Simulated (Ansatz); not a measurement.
# RPA@PBE/STO-3G run of BH3Cl− (SMILES [H][B-]([H])([H])Cl)

Aim: the energy change on altering one bond length of BH3Cl− at RPA@PBE/STO-3G, from 2 runs. 

The results are computed with Ansatz 0.2.0.

6 further runs of the same task are left out: 6 that didn't finish.

## 1. The molecule

BH3Cl−: 5 atoms, total charge -1, spin state singlet. As SMILES, `[H][B-]([H])([H])Cl`. The coordinates come from a GFN2-xTB relaxation.

Bond lengths: B1–Cl2 1.875 Å, B1–H3 1.207 Å, B1–H4 1.208 Å, B1–H5 1.207 Å. Angles: Cl2–B1–H3 106.7°, Cl2–B1–H4 106.7°, Cl2–B1–H5 106.7°, H3–B1–H4 112.1°, H3–B1–H5 112.2°, H4–B1–H5 112.1°.

## 2. A single-point energy at RPA@PBE/STO-3G

File molecule.yaml:

```yaml
crystal:
  periodic: [false, false, false]
  atoms:
    - {symbol: B, position_ang: [-0.001280, 0.001630, -0.167010]}
    - {symbol: Cl, position_ang: [0.013600, -0.021140, 1.707330]}
    - {symbol: H, position_ang: [1.152300, 0.011380, -0.522240]}
    - {symbol: H, position_ang: [-0.586640, 1.005700, -0.497000]}
    - {symbol: H, position_ang: [-0.577980, -0.997580, -0.521080]}
basis:
  gaussian: {orbitals: STO-3G}
total_charge: -1
hamiltonian: {xc: {name: PBE}}
correlation: {method: rpa, frozen_orbitals: {B: 1, Cl: 5, H: 0}}
accuracy: high
```

The run is started by

```bash
$ ansatz run molecule.yaml --threads 1 --pin off --max-ram 2610MiB --events-out events.jsonl --progress --plain --runs-dir runs
```

Standard output:

```text
Warning: RAYON_NUM_THREADS=1 ignored (pool sized by the plan → 1); use --threads N
Functional definition: PBE
  name "PBE"
  parameter kappa = 0.804
  parameter beta = 0.06672455060314922
  exchange = pbe_x(kappa = kappa, mu = beta*pi^2/3)
  correlation = pbe_c(beta = beta)
282 factors; integrals over basis functions are off by at most 2.4e-8 eV
mean field evaluation 1: about -13095.1610 eV, gradient 1.2e1 eV
mean field evaluation 2: about -13095.1190 eV, gradient 1.1e1 eV
mean field evaluation 4: about -13095.5624 eV, gradient 7.9e-1 eV
mean field evaluation 8: about -13095.5651 eV, gradient 6.8e-4 eV
mean field -13095.56514036 eV, -481.2531424152 hartree, gradient 7.2e-8 eV, S^2 0.000000; 0 other end points of the search recorded, 0 dependent functions left out
6 core orbitals not correlated: weight in the atoms' cores, before any rotation towards them, 1.000 or more for the frozen orbitals, at most 0.000 for the correlated occupied ones
reference -13079.15512115 eV, -480.6500853327 hartree; 7, 7 occupied and 4, 4 virtual orbitals, 282 factors
Total energy: -13082.03428324 eV, -480.7558925879 hartree
```

Run time: 1.7 s. Hardware: 1 thread of Intel Xeon Platinum 8259CL at 2.50GHz (Skylake/Cascade Lake), shared host; peak memory 0.11 GiB.

## 3. The distorted shape

File run.yaml:

```yaml
crystal:
  periodic: [false, false, false]
  atoms:
    - symbol: B
      position_ang: [-0.289633, -0.000807, -0.078215]
    - symbol: Cl
      position_ang: [-0.274753, -0.023577, 1.796125]
    - symbol: H
      position_ang: [1.152300, 0.011380, -0.522240]
    - symbol: H
      position_ang: [-0.874993, 1.003263, -0.408205]
    - symbol: H
      position_ang: [-0.866333, -1.000017, -0.432285]
basis:
  gaussian: {orbitals: STO-3G}
correlation: {method: rpa, frozen_orbitals: {B: 1, Cl: 5, H: 0}}
accuracy: high
hamiltonian: {xc: {name: PBE}}
total_charge: -1
```

The run is started by

```bash
$ ansatz run run.yaml --threads 1 --pin off --max-ram 2610MiB --events-out events.jsonl --progress --plain --runs-dir runs
```

Standard output (excerpt; [...] marks lines left out):

```text
Warning: RAYON_NUM_THREADS=1 ignored (pool sized by the plan → 1); use --threads N
[... 6 set-up lines as earlier in the session ...]
281 factors; integrals over basis functions are off by at most 3.3e-8 eV
mean field evaluation 1: about -13093.9654 eV, gradient 1.5e1 eV
mean field evaluation 2: about -13093.9104 eV, gradient 1.4e1 eV
mean field evaluation 4: about -13094.6899 eV, gradient 9.2e-1 eV
mean field evaluation 8: about -13094.6935 eV, gradient 2.8e-3 eV
mean field evaluation 16: about -13094.6935 eV, gradient 9.3e-9 eV
mean field -13094.69351834 eV, -481.2211108970 hartree, gradient 9.3e-9 eV, S^2 0.000000; 0 other end points of the search recorded, 0 dependent functions left out
6 core orbitals not correlated: weight in the atoms' cores, before any rotation towards them, 1.000 or more for the frozen orbitals, at most 0.000 for the correlated occupied ones
reference -13077.95858574 eV, -480.6061134672 hartree; 7, 7 occupied and 4, 4 virtual orbitals, 281 factors
Total energy: -13081.21163510 eV, -480.7256608264 hartree
```

Wall time 1.7 s (1 thread of Intel Xeon Platinum 8259CL at 2.50GHz (Skylake/Cascade Lake), shared host); peak memory 0.11 GiB.

## 4. Results

Level: RPA@PBE/STO-3G, 6 core orbitals frozen.

| quantity | value |
| --- | --- |
| first shape: total energy | -480.75589 Eh |
| first shape: RPA correlation energy (valence) | -105.8 mEh |
| distorted shape: total energy | -480.72566 Eh |
| distorted shape: RPA correlation energy (valence) | -119.5 mEh |
| energy change with the B1–H3 bond stretched from 1.207 to 1.509 Å | 0.823 eV |

**Reading.** With the B1–H3 bond stretched from 1.207 to 1.509 Å the energy rises by 0.82 eV (79.4 kJ/mol). The first shape isn't relaxed at this level, so the change isn't measured from a minimum. The minimal basis adds a large error of its own.
